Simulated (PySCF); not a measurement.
## A search over the determinants of CO

Unrestricted PBE0; C def2-TZVPPD, O def2-TZVPPD; no relativity (PySCF 2.14). Outer shells of the fragments: C 2s2 2p2; O 2s2 2p4.

Followed along the bond (rough minima from three points):

```tsv
2Ms+1	unpaired	⟨S²⟩ at the start	R at minimum (Å)	Te (eV)
1	none	0.00	1.13	0.00
3	σ ↑, π ↑	2.03	1.20	5.71
```

Solutions found at the starting distance of 1.310 Å, counted from the lowest of them; the search is not exhaustive and high or unbound solutions are not listed, so other states can lie among these:

```csv
2Ms+1,unpaired,term,E (eV),⟨S²⟩,⟨Lz²⟩,μ (D)
1,none,¹Σ⁺,0.00,0.00,0.00,-0.58
3,"σ ↑, π ↑",³Π,4.68,2.03,1.00,-1.63
3,π ↑↑,mixed,5.42,2.01,2.01,1.16
3,π ↑↑,mixed,6.06,2.01,2.01,0.99
5,"σ ↑, π ↑↑↑",⁵Π,8.72,6.01,1.00,-0.23
```

A term symbol is given only where ⟨S²⟩ and ⟨Lz²⟩ are close to those of a pure state; real π, δ and φ orbitals otherwise mix terms. A positive dipole means C(−)O(+).

Q: Compare the gap between the two lowest followed solutions at the starting distance with the gap between their minima.

A: At PBE0 the second solution (triplet, unpaired electrons σ ↑, π ↑) lies +4.68 eV from the first (singlet, closed shell) at 1.310 Å and +5.71 eV at the minima; the two curves relax by different amounts, since their minima lie near 1.20 and 1.13 Å.

Counting both spins, an empty level lies below a filled one in some of these solutions, because spin and occupation are held.
